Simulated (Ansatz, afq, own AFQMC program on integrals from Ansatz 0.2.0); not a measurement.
**GeH$_{2}$⁻, doublet in aug-cc-pVDZ along one coordinate**

```xyz
3

Ge    0.0000   -0.0307    0.0000
H     0.0000    1.1080   -1.1584
H     0.0000    1.1080    1.1584
```

The Ge1–H3 distance is changed with both sides rigid. Energies in mEh count from this geometry (1.624 Å) at the same level; the start stands on UHF, each point on the determinant named.

Basis aug-cc-pVDZ. Noble-gas cores (and the filled d shells of Ga–Kr and In–Xe) are frozen. Ansatz 0.2.0 and our own AFQMC program on the same integrals; the CISD trial comes from CCSD amplitudes, and released means the phaseless constraint is let go. ± is one standard error of the sampling. No spin–orbit coupling.

Cautions, each for one point or more: higher spins were not checked; inner d shell frozen; no relativity below Rb; no spin-orbit coupling; strong correlation; the ph-AFQMC/CISD walk drifts between its halves; unrestricted determinant spin contaminated; walk and cluster series may follow different spin states.

```csv
r(Ge1–H3) / Å,det.,T1,weight,⟨S²⟩,CCSD(T),ph-AFQMC/CISD,released AFQMC,CCSDT(Q),wB97M-V,CCSD
1.477,UHF,0.017,0.91,0.77,6.4,6.4 ± 0.3,6.2 ± 0.3*,6.5,5.3,6.3
1.744,UHF,0.018,0.90,0.77,1.9,2.4 ± 0.3,2.0 ± 0.3*,1.9,2.7,2.0
4.340,UHF¶,0.077,0.82,1.74,98.8,96.2 ± 0.6,96.8 ± 1.0*,96.4,104.3§,98.8
```

Weight is that of the determinant in the CISD state; at the start T1 is 0.017 and the weight 0.90, and ⟨S²⟩ is 0.77. ¶ marks points with a poor determinant and no full CI, where no value is sure; they don't count among the departures. An asterisk marks released energies that aren't shown to be converged. Symmetry can't show for every point that it stays on the start's state. § marks a functional whose ⟨S²⟩ is too high by over 0.1. Largest departures from CCSDT(Q), at the points where its series has closed: CCSD(T) 0.0 mEh at 1.744 (on UHF), ph-AFQMC/CISD 0.6 mEh at 1.744 (on UHF) (within the noise), CCSD -0.2 mEh at 1.477 (on UHF). The functionals aren't scored here. In this small basis the wave-function levels are far from their limit, so their gap to the functionals isn't the functionals' error.

Some points may be missing: those where a free walk finds a much lower state, and past Zn most of those on another determinant than at the start.

A walk keeps the symmetry of its determinant, which the program's search chose and which needn't be the lowest solution, so a lower state of the same spin and another symmetry isn't excluded.
